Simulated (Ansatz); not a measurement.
Geometry optimisation, UKS PBE0/def2-SVP in Ansatz.

Input:

```yaml
crystal:
  periodic: [false, false, false]
  atoms:
    - { symbol: "N", position_ang: [0.55488, -2.16373, 0.78778] }
    - { symbol: C, position_ang: [0.34905, -1.09423, 0.3885] }
    - { symbol: C, position_ang: [0.16487, 0.174, -0.09366] }
    - { symbol: O, position_ang: [-1.06379, 0.73185, -0.13718] }
    - { symbol: H, position_ang: [1.02445, 0.72908, -0.44361] }
    - { symbol: H, position_ang: [-1.02945, 1.62303, -0.50182] }
magnetization:
  spin_polarized: true
  initial_magnetization: 1
basis:
  gaussian: { orbitals: def2-SVP }
hamiltonian:
  xc: pbe0
relax:
  f_tol: 0.015
  max_steps: 40
```

Launched with:

```bash
$ ansatz run input.yaml --threads 1 --pin off --max-ram 2048MiB --backend cpu --events-out ev --progress --plain --runs-dir out
```

Q: Where does it end, and by what steps?

A: The run converged. After 5 steps the energy has fallen by 0.030 eV; H5 moved furthest, 0.04 Å.

```tsv
step	energy less start (eV)	largest force component (eV/Å)	accepted
0	0.0000	1.274	yes
1	-0.0269	0.363	yes
2	-0.0294	0.090	yes
3	-0.0296	0.028	yes
4	-0.0295	0.084	no
5	-0.0297	0.006	yes
```

```xyz
6
Properties=species:S:1:pos:R:3
N 0.540 -2.182 0.798
C 0.348 -1.101 0.391
C 0.169 0.188 -0.100
O -1.062 0.719 -0.133
H 1.025 0.766 -0.458
H -1.018 1.610 -0.497
```

The run took 19 s on 1 thread of Intel(R) Xeon(R) Platinum 8488C (Sapphire Rapids), with other jobs on the host, peak memory 0.16 GiB.
